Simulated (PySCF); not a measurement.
Bonds: Si1-C5 1.882 Å, C5-Si6 1.882 Å. Si1 carries H2, H3, H4; C5 carries H10, H11; Si6 carries H7, H8, H9.

Computed data (PySCF 2.14): PBE0-D3(BJ)/def2-SVP structure, shielding tensors at PBE0/pcSseg-1 (GIAO). One conformer, no relativistic terms, rapidly exchanging positions averaged, in vacuum.

References, each an isolated molecule treated in the same way: TMS for ¹³C (σref 184.41) and ¹H (σref 31.27) and ²⁹Si (σref 351.99).

| atoms | nucleus | count | Hirshfeld charge | δ (ppm) |
| --- | --- | --- | --- | --- |
| H2/H3/H4/H7/H8/H9 | ¹H | 6 | -0.08 | ? |
| Si1/Si6 | ²⁹Si | 2 | 0.31 | -65.7 |
| H10/H11 | ¹H | 2 | 0.05 | ? |
| C5 | ¹³C | 1 | -0.24 | -16.9 |

Fill in the missing shifts.

Results:


- H2/H3/H4/H7/H8/H9: 3.99 ppm, hydrogen on a silicon bonded to C
- H10/H11: -0.22 ppm, hydrogen on a carbon bonded to 2 Si

Shifts are as computed. Against solution values, carbons near 30 ppm lie about +2 ppm off and those near 130 ppm about +5 ppm. Of 1211 compounds with measured shifts, 218 miss one by over three times the rms of a fit or turn the order of signals round; such compounds aren't used in these exercises.
